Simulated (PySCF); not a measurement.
Compound: C5H7O (doublet state).
Atom-mapped SMILES: `[CH3:1][C:2](=[O:3])[C@@H:4]1[CH:5][CH2:6]1` (hydrogens: H7, H8, H9 on C1; H10 on C4; H11 on C5; H12, H13 on C6)

Structure used (GFN2-xTB), in Å, numbered top down from 1:
```xyz
13
C5H7O angstrom
C      1.961    0.192   -0.634
C      0.690    0.229    0.178
O      0.628    0.686    1.295
C     -0.502   -0.331   -0.519
C     -1.687    0.538   -0.615
C     -1.768   -0.581    0.303
H      1.789    0.648   -1.606
H      2.257   -0.844   -0.792
H      2.756    0.718   -0.113
H     -0.282   -1.003   -1.339
H     -1.775    1.591   -0.448
H     -1.721   -0.392    1.372
H     -2.352   -1.451    0.039
```

The hyperfine couplings belong to this conformer and change with its torsions.

Theory: PySCF 2.14.0, UKS B3LYP, pcH-1 on C H O, non-relativistic, mean-field spin-orbit, GIAO. The structure is a single GFN2-xTB conformer in the gas phase; no vibrational or solvent corrections. The geometry wasn't refined by DFT: couplings that depend on bond lengths, twists or pyramidal angles can differ widely from those at the functional's own minimum. The SCF solution wasn't tested for stability.

(1) Predict the first-order ENDOR lines of H13, H10, H12, H11 and H7/H8/H9 under fast tumbling at B = 332.5 mT (X band).

(2) Which pairs are centred on the nuclear Larmor frequency, and which on half the coupling?

## Answers

(1) ν± = |νn ± a/2|, one line for each electron-spin manifold; νn = |g_N| × 7.62259 MHz/T × B.

```csv
nuclei,isotope,g_N,νn (MHz),a_iso (MHz),lower line (MHz),upper line (MHz)
H13,1H,5.5857,14.16,87.89,29.79,58.10
H10,1H,5.5857,14.16,80.21,25.95,54.26
H12,1H,5.5857,14.16,68.41,20.05,48.36
H11,1H,5.5857,14.16,-3.09,12.61,15.70
H7/H8/H9,1H,5.5857,14.16,-0.95,13.68,14.63
```

(2) Centred on νn, since |a| < 2νn: H11 and H7/H8/H9. Centred on |a|/2 and split by 2νn: H13, H10 and H12.

Means are taken over nuclei equivalent by connectivity, which assumes that they swap fast.

The largest Mulliken spin population is on C5 (+0.96). The angles at C5 add up to 323.7°, so it is pyramidal.
